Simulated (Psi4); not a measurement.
**BNH3F (SMILES NBF) at wB97X-D/cc-pVTZ-F12 (density fitting, sweep point 2)**

What is the vertical electron affinity of BNH3F at wB97X-D/cc-pVTZ-F12 (density fitting, sweep point 2)? 

Program for the calculation: Psi4 1.11.

## 1. Starting point

BNH3F has 6 atoms, charge 0, and is taken as a singlet. SMILES: `NBF`. Geometry: relaxed at PBE0-D4/def2-TZVP.

Bond lengths: N1–B2 1.389 Å, B2–F3 1.337 Å, N1–H4 1.004 Å, N1–H5 1.006 Å, B2–H6 1.196 Å. Angles: N1–B2–F3 119.2°, N1–B2–H6 121.8°, F3–B2–H6 119.0°, B2–N1–H4 122.4°, B2–N1–H5 122.9°, H4–N1–H5 114.6°.

## 2. The energy at wB97X-D/cc-pVTZ-F12 (density fitting, sweep point 2)

The input, input.dat:

```
memory 1600 MB

molecule mol {
  0 1
  N     -0.426400     0.101100    -0.582100
  B      0.415700    -0.151700     0.493800
  F      0.446700     0.710400     1.515900
  H     -0.487800    -0.513300    -1.373400
  H     -1.022000     0.910700    -0.632200
  H      1.115700    -1.121200     0.531800
  symmetry c1
}

set globals {
  puream               true
  scf_type             df
  dft_radial_points    99
  dft_spherical_points 590
}

e = energy('wb97x-d/cc-pVTZ-F12')
print_variables()
```

Launch:

```
psi4 -i input.dat -o output.dat -n 1
```

output.dat:

```text
[...]
  Running in c1 symmetry.
[...]
  Nuclear repulsion =   65.180622369518190
[...]
  Multiplicity = 1
[...]
  Nalpha       = 12
  Nbeta        = 12
[...]
    Number of basis functions: 213
[...]
   @DF-RKS iter   1:  -181.17930509604449   -6.20844e-01   3.53442e-03 ADIIS/DIIS
[...]
   @DF-RKS iter   8:  -181.38739957126339   -3.89006e-08   2.60154e-07 DIIS
[...]
    Orbital Energies [Eh]
    ---------------------
    Doubly Occupied:
       1A    -24.789702     2A    -14.434293     3A     -6.888658
       4A     -1.294719     5A     -0.978125     6A     -0.644782
       7A     -0.617277     8A     -0.577781     9A     -0.531433
      10A     -0.522742    11A     -0.431075    12A     -0.387470
[...]
  @DF-RKS Final Energy:  -181.38739957126339
   => Energetics <=
    Nuclear Repulsion Energy =             65.1806223695181899
    One-Electron Energy =                -378.2273306715858894
    Two-Electron Energy =                 147.3987204588543705
    DFT Exchange-Correlation Energy =     -15.7385009113658558
    Empirical Dispersion Energy =          -0.0009108166841876
    VV10 Nonlocal Energy =                  0.0000000000000000
    Total Energy =                       -181.3873995712633871
[...]
 Multipole Moments:
 ------------------------------------------------------------------------------------
     Multipole            Electronic (a.u.)      Nuclear  (a.u.)        Total (a.u.)
 ------------------------------------------------------------------------------------
 L = 1.  Multiply by 2.5417464519 to convert [e a0] to [Debye]
 Dipole X            :          0.8879214           -1.3159375           -0.4280161
 Dipole Y            :          1.3320692           -1.4470758           -0.1150066
 Dipole Z            :          2.9369244           -3.7581444           -0.8212200
 Magnitude           :                                                    0.9331809
[...]
```

Run time: 24 s. Hardware: 1 thread of AMD EPYC 9R45 (Zen 5), shared host; peak memory 1.3 GiB.

## 3. The doublet anion at the same level

The input, input.dat:

```
memory 1600 mb

molecule molecule1 {
  -1 2
  N     -0.426400     0.101100    -0.582100
  B      0.415700    -0.151700     0.493800
  F      0.446700     0.710400     1.515900
  H     -0.487800    -0.513300    -1.373400
  H     -1.022000     0.910700    -0.632200
  H      1.115700    -1.121200     0.531800
  units angstrom
  symmetry c1
}

set globals {
  basis cc-pVTZ-F12
  reference uks
  puream true
  scf_type df
  dft_radial_points 99
  dft_spherical_points 590
  maxiter 150
}

e, wfn = energy('wb97x-d', return_wfn=True)
```

Launch:

```
psi4 input.dat output.dat -n 1
```

output.dat:

```text
[...]
  Running in c1 symmetry.
[...]
  Nuclear repulsion =   65.180622369518190
[...]
  Multiplicity = 2
[...]
  Nalpha       = 13
  Nbeta        = 12
[...]
    Number of basis functions: 213
[...]
   @DF-UKS iter   1:  -180.90140144340714   -3.42940e-01   4.31847e-03 ADIIS/DIIS
[...]
   @DF-UKS iter  21:  -181.36019281217813   -1.41795e-07   4.73811e-07 DIIS
[...]
   @S^2 Observed:                7.504288982E-01
[...]
    Orbital Energies [Eh]
    ---------------------
    Alpha Occupied:
       1A    -24.668362     2A    -14.289968     3A     -6.757329
       4A     -1.174082     5A     -0.833707     6A     -0.516709
       7A     -0.475404     8A     -0.445987     9A     -0.410836
      10A     -0.395170    11A     -0.305933    12A     -0.245526
      13A      0.024593
    Alpha Virtual:
      14A      0.114507    15A      0.118144    16A      0.125302
      17A      0.188681    18A      0.205147    19A      0.221949
      20A      0.245476    21A      0.260983    22A      0.264450
      23A      0.295866    24A      0.313599    25A      0.317883
[...]
  @DF-UKS Final Energy:  -181.36019281217813
   => Energetics <=
    Nuclear Repulsion Energy =             65.1806223695181899
    One-Electron Energy =                -381.3568436893814351
    Two-Electron Energy =                 150.5709061885988547
    DFT Exchange-Correlation Energy =     -15.7539668642295396
    Empirical Dispersion Energy =          -0.0009108166841876
    VV10 Nonlocal Energy =                  0.0000000000000000
    Total Energy =                       -181.3601928121781270
[...]
 Multipole Moments:
 ------------------------------------------------------------------------------------
     Multipole            Electronic (a.u.)      Nuclear  (a.u.)        Total (a.u.)
 ------------------------------------------------------------------------------------
 L = 1.  Multiply by 2.5417464519 to convert [e a0] to [Debye]
 Dipole X            :          2.9766852           -1.3159375            1.6607477
 Dipole Y            :          1.9149564           -1.4470758            0.4678806
 Dipole Z            :          6.9686194           -3.7581444            3.2104749
 Magnitude           :                                                    3.6447421
[...]
```

Run time: 92 s. Hardware: 1 thread of AMD EPYC 9R45 (Zen 5), shared host; peak memory 1.3 GiB.

## 4. Summary of results

At wB97X-D/cc-pVTZ-F12 (density fitting, sweep point 2):

```
                                         quantity          value
                      singlet BNH3F: total energy  -181.38740 Eh
                     singlet BNH3F: dipole moment         2.37 D
                       singlet BNH3F: HOMO energy      -10.54 eV
                       singlet BNH3F: LUMO energy        0.98 eV
                     singlet BNH3F: HOMO–LUMO gap       11.52 eV
                 singlet BNH3F: dispersion energy   -2.39 kJ/mol
                      doublet anion: total energy  -181.36019 Eh
doublet anion: HOMO energy (highest over α and β)        0.67 eV
 doublet anion: LUMO energy (lowest over α and β)        3.12 eV
                 doublet anion: dispersion energy   -2.39 kJ/mol
                              doublet anion: ⟨S²⟩          0.750
vertical electron affinity (to the doublet anion)      -0.740 eV
```

What this shows: The anion lies 0.74 eV (17.1 kcal/mol) above the neutral: the electron isn't bound at this level, and such a value depends on the basis. The HOMO (doublet anion) lies at positive energy, 0.67 eV; only total energies tell whether the electron is bound.
